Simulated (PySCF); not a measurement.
Compound: sulfur dioxide, SO₂.
SMILES: `O=S=O`

Method used: B3LYP/def2-SVPD in PySCF (dipole) on a GFN2-xTB geometry, gas phase.

Masses are those of the commonest isotopes; rigid-rotor values at the optimised geometry. 

Problem. Give the principal moments of inertia and the rotational constants in cm⁻¹.

Solution. Ia = 9.14, Ib = 47.51, Ic = 56.65 u·Å²; 505379 MHz·u·Å²/I gives 55278, 10637 and 8920 MHz, that is A = 1.84387, B = 0.35481, C = 0.29756 cm⁻¹.

Problem. What kind of rotor is it?

Solution. A near-prolate asymmetric top; Ray's κ = -0.926.

Problem. Give the coordinates in the principal-axis frame, origin at the centre of mass.

Solution. The sense of each axis is arbitrary; atoms in the order of the calculation.
```
atom  mass (u)   a (Å)   b (Å)  c (Å)
  O1    15.995  -1.219   0.378  0.000
  S2    31.972   0.000  -0.378  0.000
  O3    15.995   1.219   0.378  0.000
```

The dipole components are |μa| = 0.00 D, |μb| = 1.86 D, |μc| = 0.00 D. The nuclei that the symmetry axis exchanges have no spin, so part of the rotational levels is missing.

Problem. Estimate the classical rotational partition function at 25 K and 50 K.

Solution. Point group C2v, symmetry number σ = 2; q = (√π/σ)·√((kT/h)³/(ABC)), k/h = 20836.6 MHz/K: 145 at 25 K, 411 at 50 K.

Not checked by GFN2-xTB frequencies. These are rigid-rotor constants of the computed structure; measured ground-state constants (B0) also hold zero-point vibration.
